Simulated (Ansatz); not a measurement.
Born–Oppenheimer molecular dynamics of C3H7ClO (12 atoms, charge 0, multiplicity 1). It starts at the highest image of a converged band. Of that band: The profile has 2 maxima (images 2, 6) with wells between them (image 3): this band takes more than one step, which may be the mechanism or a detour left from its start path. Neighbouring images differ by up to 3.2 eV, so the band resolves the path poorly. A vibrational analysis at the climbing image gives one clearly imaginary mode, 902i cm⁻¹: a first-order saddle point.

These are results of UKS B3LYP-D4/STO-3G in Ansatz 0.2.0, not measurements.

```
ensemble                      : NVE (velocity Verlet)
time step                     : 0.5 fs
steps asked                   : 200
starting velocities drawn for : 100 K
seed                          : 8961
```

Frames 1 fs apart, positions in Å.

Velocities at 80.0 fs (Å/ps):

```
C 2.50 -2.57 -3.12
O -2.98 2.84 4.71
C 2.64 1.95 -1.23
C -2.05 2.19 1.45
Cl 0.25 -1.09 -1.33
H 2.55 -8.01 -0.45
H 1.01 -3.69 18.67
H -8.83 -8.61 -10.39
H -2.83 -5.51 5.66
H 6.93 6.40 -10.70
H -4.85 -18.98 -7.78
H 7.81 13.11 11.49
```

```xyz
12
Properties=species:S:1:pos:R:3 time_fs=80.0 energy_less_start_eV=-0.030 T=123
C -1.873 1.375 -0.569
O -0.888 -0.018 -0.286
C 0.537 0.080 0.088
C 1.144 -1.317 0.324
Cl 0.689 1.042 1.693
H -1.803 1.215 -1.682
H -1.064 2.156 -0.432
H -1.331 -0.579 0.442
H 1.064 0.654 -0.681
H 0.971 -1.940 -0.570
H 0.674 -1.793 1.199
H 2.221 -1.238 0.495
12
Properties=species:S:1:pos:R:3 time_fs=81.0 energy_less_start_eV=-0.016 T=113
C -1.871 1.372 -0.572
O -0.891 -0.015 -0.282
C 0.539 0.082 0.087
C 1.142 -1.315 0.325
Cl 0.689 1.041 1.691
H -1.801 1.208 -1.685
H -1.062 2.152 -0.414
H -1.340 -0.586 0.432
H 1.062 0.651 -0.679
H 0.978 -1.934 -0.581
H 0.669 -1.812 1.191
H 2.229 -1.225 0.506
12
Properties=species:S:1:pos:R:3 time_fs=82.0 energy_less_start_eV=-0.005 T=104
C -1.869 1.369 -0.574
O -0.894 -0.012 -0.278
C 0.541 0.083 0.088
C 1.140 -1.313 0.326
Cl 0.689 1.040 1.690
H -1.797 1.204 -1.692
H -1.058 2.147 -0.397
H -1.349 -0.591 0.424
H 1.061 0.653 -0.684
H 0.986 -1.926 -0.589
H 0.665 -1.830 1.182
H 2.236 -1.212 0.518
12
Properties=species:S:1:pos:R:3 time_fs=83.0 energy_less_start_eV=-0.002 T=102
C -1.867 1.365 -0.576
O -0.897 -0.009 -0.274
C 0.542 0.084 0.089
C 1.139 -1.313 0.327
Cl 0.689 1.039 1.689
H -1.791 1.203 -1.701
H -1.054 2.141 -0.383
H -1.359 -0.595 0.418
H 1.062 0.660 -0.695
H 0.996 -1.917 -0.595
H 0.661 -1.846 1.172
H 2.236 -1.200 0.529
12
Properties=species:S:1:pos:R:3 time_fs=84.0 energy_less_start_eV=-0.002 T=102
C -1.865 1.360 -0.578
O -0.899 -0.005 -0.270
C 0.542 0.085 0.091
C 1.138 -1.312 0.328
Cl 0.690 1.038 1.687
H -1.784 1.206 -1.711
H -1.049 2.134 -0.371
H -1.367 -0.596 0.415
H 1.062 0.669 -0.710
H 1.007 -1.907 -0.598
H 0.659 -1.859 1.161
H 2.229 -1.190 0.540
12
Properties=species:S:1:pos:R:3 time_fs=85.0 energy_less_start_eV=-0.002 T=102
C -1.863 1.355 -0.579
O -0.901 -0.001 -0.267
C 0.542 0.086 0.094
C 1.138 -1.313 0.328
Cl 0.690 1.037 1.686
H -1.774 1.214 -1.718
H -1.046 2.125 -0.364
H -1.375 -0.594 0.414
H 1.059 0.677 -0.723
H 1.019 -1.897 -0.600
H 0.656 -1.868 1.150
H 2.216 -1.182 0.549
12
Properties=species:S:1:pos:R:3 time_fs=86.0 energy_less_start_eV=-0.002 T=102
C -1.861 1.350 -0.581
O -0.903 0.003 -0.265
C 0.541 0.087 0.097
C 1.139 -1.313 0.328
Cl 0.691 1.036 1.685
H -1.762 1.226 -1.722
H -1.045 2.115 -0.360
H -1.380 -0.590 0.414
H 1.051 0.682 -0.732
H 1.034 -1.887 -0.602
H 0.654 -1.875 1.140
H 2.201 -1.177 0.558
12
Properties=species:S:1:pos:R:3 time_fs=87.0 energy_less_start_eV=-0.010 T=108
C -1.859 1.344 -0.582
O -0.905 0.008 -0.262
C 0.540 0.089 0.099
C 1.140 -1.314 0.327
Cl 0.691 1.036 1.683
H -1.748 1.241 -1.722
H -1.044 2.105 -0.359
H -1.384 -0.583 0.417
H 1.038 0.682 -0.733
H 1.049 -1.879 -0.606
H 0.650 -1.879 1.130
H 2.188 -1.173 0.568
12
Properties=species:S:1:pos:R:3 time_fs=88.0 energy_less_start_eV=-0.024 T=119
C -1.857 1.338 -0.584
O -0.907 0.012 -0.261
C 0.538 0.090 0.102
C 1.140 -1.315 0.326
Cl 0.692 1.035 1.682
H -1.733 1.258 -1.719
H -1.045 2.095 -0.359
H -1.386 -0.573 0.421
H 1.021 0.677 -0.729
H 1.065 -1.873 -0.612
H 0.645 -1.882 1.122
H 2.181 -1.171 0.579
12
Properties=species:S:1:pos:R:3 time_fs=89.0 energy_less_start_eV=-0.036 T=128
C -1.855 1.332 -0.586
O -0.908 0.016 -0.259
C 0.536 0.092 0.104
C 1.141 -1.316 0.325
Cl 0.692 1.035 1.681
H -1.717 1.276 -1.714
H -1.046 2.088 -0.360
H -1.387 -0.560 0.427
H 1.002 0.671 -0.720
H 1.082 -1.870 -0.620
H 0.638 -1.883 1.117
H 2.183 -1.171 0.593
12
Properties=species:S:1:pos:R:3 time_fs=90.0 energy_less_start_eV=-0.036 T=128
C -1.853 1.325 -0.587
O -0.910 0.019 -0.258
C 0.533 0.093 0.107
C 1.141 -1.317 0.323
Cl 0.693 1.034 1.681
H -1.701 1.292 -1.710
H -1.048 2.084 -0.360
H -1.387 -0.546 0.436
H 0.985 0.665 -0.711
H 1.099 -1.869 -0.630
H 0.629 -1.883 1.112
H 2.190 -1.172 0.608
12
Properties=species:S:1:pos:R:3 time_fs=91.0 energy_less_start_eV=-0.027 T=121
C -1.852 1.319 -0.589
O -0.912 0.023 -0.257
C 0.529 0.094 0.110
C 1.142 -1.318 0.321
Cl 0.693 1.034 1.680
H -1.684 1.307 -1.708
H -1.050 2.084 -0.356
H -1.387 -0.531 0.448
H 0.971 0.662 -0.706
H 1.116 -1.869 -0.640
H 0.619 -1.883 1.109
H 2.200 -1.174 0.624
```

Of the whole run (100 fs, mean temperature of the second half 100 K): The conserved energy stayed within 0.068 meV per atom of its start (net change 0.024 meV per atom), so the integration is sound. A run of 0.1 ps of so small a system gives no equilibrium averages. The orbitals stay closed-shell, which can raise the energy where a bond breaks towards radicals; this wasn't checked here. Limits of this set-up: minimal basis.

The run took 12 min on 1 thread of Arm Neoverse V1 (shared host), peak memory 0.14 GiB.
